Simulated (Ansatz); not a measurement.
# C2Cl2O2: small, medium and large basis sets

The task here is to estimate one member of a computed series from the others.

Program: Ansatz 0.2.0, Gaussian basis. Level of theory: one geometry, several basis sets. These are calculated values, not measurements.

Plan: PBE0-D4/def2-SVP; ωB97M-V/def2-SVP; PBE0-D4/def2-QZVPP; ωB97M-V/def2-QZVPP; the functionals' def2-TZVPP values are taken from earlier runs.

### The geometry

All runs share one geometry, relaxed beforehand with PBE0-D4 in a triple-zeta def2 set.

SMILES `O=C(Cl)C(=O)Cl`, 6 atoms, charge 0, spin multiplicity 1.

Atoms are counted from 1 here; the program's logs count them from 0.

Bond lengths: O1–C2 1.178 Å, C2–Cl3 1.738 Å, C2–C4 1.550 Å, C4–O5 1.178 Å, C4–Cl6 1.738 Å. Angles: O1–C2–Cl3 124.1°, O1–C2–C4 124.2°, Cl3–C2–C4 111.7°, C2–C4–O5 124.2°, C2–C4–Cl6 111.7°, O5–C4–Cl6 124.1°.

As a file:

```xyz
6
C2Cl2O2
O    -0.66915    0.05857   -1.60075
C    -0.36684   -0.39471   -0.55669
Cl   -0.68996   -2.03380   -0.07583
C     0.36761    0.39447    0.55636
O     0.67563   -0.06064    1.59795
Cl    0.68273    2.03612    0.07895
```

Set-up of the first run:

File in.yaml:

```yaml
crystal:
  periodic: [false, false, false]
  atoms:
    - {symbol: O, position_ang: [-0.669153, 0.058569, -1.600751]}
    - {symbol: C, position_ang: [-0.366840, -0.394714, -0.556692]}
    - {symbol: Cl, position_ang: [-0.689962, -2.033795, -0.075826]}
    - {symbol: C, position_ang: [0.367607, 0.394469, 0.556362]}
    - {symbol: O, position_ang: [0.675628, -0.060645, 1.597953]}
    - {symbol: Cl, position_ang: [0.682730, 2.036117, 0.078954]}
basis:
  gaussian: {orbitals: def2-SVP}
hamiltonian: {xc: pbe0, dispersion: d4}
output: {orbitals: {seedname: orbitals}}
```

The run is started by

```console
$ ansatz run in.yaml --threads 4 --pin off --events-out ev --progress --plain --max-ram 10444MiB
```

Steps of the session up to this table: PBE0-D4 in def2-SVP; ωB97M-V in def2-SVP; PBE0-D4 in def2-QZVPP; ωB97M-V in def2-QZVPP.

One of the session's tables, all rows but one given; the rest of the session is left out.

It belongs to the step «Density functionals: the series». 

```
functional       basis  HOMO (eV)  LUMO (eV)
   PBE0-D4    def2-SVP      -8.81      -3.31
   PBE0-D4  def2-TZVPP      -8.90      -3.46
   PBE0-D4  def2-QZVPP      -8.93      -3.51
   ωB97M-V    def2-SVP     -11.01      -0.92
   ωB97M-V  def2-TZVPP          ?          ?
   ωB97M-V  def2-QZVPP     -11.18      -1.19
```

**Question.** Estimate the row for ωB97M-V, def2-TZVPP.

The run gave: HOMO (eV): -11.14; LUMO (eV): -1.13. In the column «HOMO (eV)» it lies between ωB97M-V, def2-QZVPP (-11.18) and ωB97M-V, def2-SVP (-11.01).
